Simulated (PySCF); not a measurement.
**Orbital picture of LiP**

PBE at R = 2.325 Å; PySCF, spin-free X2C with a Gaussian nucleus, basis sets Li x2c-TZVPPall, P x2c-TZVPPall. State: ³Σ⁻ (triplet), unpaired electrons π ↑↑. Only the outer orbitals are listed, counted within each symmetry.

```tsv
spin	orbital	occ.	ε (eV)	on Li (%)	main shells (%)
α	4σ	1	-51.35	100	100 Li s
α	5σ	1	-12.60	2	98 P s
α	2π	1	-4.64	7	93 P p
α	2π	1	-4.64	7	93 P p
α	6σ	1	-4.39	11	87 P p, 10 Li s
α	7σ	0	-1.95	96	76 Li s, 20 Li p
α	3π	0	-0.17	94	94 Li p
α	3π	0	-0.17	94	94 Li p
β	4σ	1	-51.35	100	100 Li s
β	5σ	1	-10.96	5	95 P s
β	6σ	1	-3.85	13	85 P p, 12 Li s
β	2π	0	-2.75	17	83 P p, 16 Li p
β	2π	0	-2.75	17	83 P p, 16 Li p
β	7σ	0	-1.87	94	68 Li s, 26 Li p
```

**Question.** Which are the highest filled and the lowest empty level, where do they sit, and how wide is the gap?

**Answer.** Highest filled β 6σ at -3.85 eV (in %: 85 P p, 12 Li s); lowest empty β 2π at -2.75 eV (in %: 83 P p, 16 Li p); the gap at PBE is 1.10 eV.

```json
{
 "bond order (Mayer)": "0.79",
 "⟨S²⟩": "2.006",
 "charge on Li (Mulliken, basis-dependent)": "0.55",
 "charge on Li (Löwdin, basis-dependent)": "0.09",
 "dipole moment (positive dipole means Li(−)P(+))": "-6.23 D",
 "polarisability along the bond": "85.6 bohr³",
 "polarisability across the bond": "46.9 bohr³"
}
```

The state is the lowest determinant that a PBE0 search found; another state may lie lower at other levels.
